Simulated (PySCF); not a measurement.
C₅H₉P.
SMILES: `CCC1=CP1C`

Torsions of this conformer, `[CH3:1][CH2:2][C:3]1=[CH:4][P:5]1[CH3:6]`: C1–C2–C3–C4 -2°.

The closed-shell ground state was solved at several levels (PySCF, density fitting, gas phase, non-relativistic). Isolated species at its GFN2-xTB geometry (one conformer only).

```tsv
level	basis functions	total energy (Eh)	HOMO (eV)	LUMO (eV)	gap (eV)	dipole (D)
CAM-B3LYP/def2-SVPD	196	-536.8793	-7.64	1.18	8.82	1.80
PBE0/pcSseg-1	154	-536.8259	-6.38	0.11	6.49	1.87
```

Question: What might PBE0/def2-SVPD (196 basis functions) give for the same quantities?

Answer: Total energy -536.6307 Eh, HOMO -6.36 eV, LUMO 0.02 eV, gap 6.38 eV, dipole 1.91 D.

Question: Over all these levels, which gives the widest orbital gap and which the narrowest?

Answer: CAM-B3LYP/def2-SVPD (range-separated hybrid) has the widest, 8.82 eV, and PBE0/def2-SVPD (global hybrid, 25 % exact exchange) the narrowest, 6.38 eV. The two share the basis. From the narrowest to the widest the HOMO moves by -1.28 eV and the LUMO by +1.16 eV.

Question: How far do the dipole and the HOMO energy spread over the levels?

Answer: The dipole runs from 1.80 to 1.91 D (mean 1.86 D) and the HOMO from -7.64 to -6.36 eV.
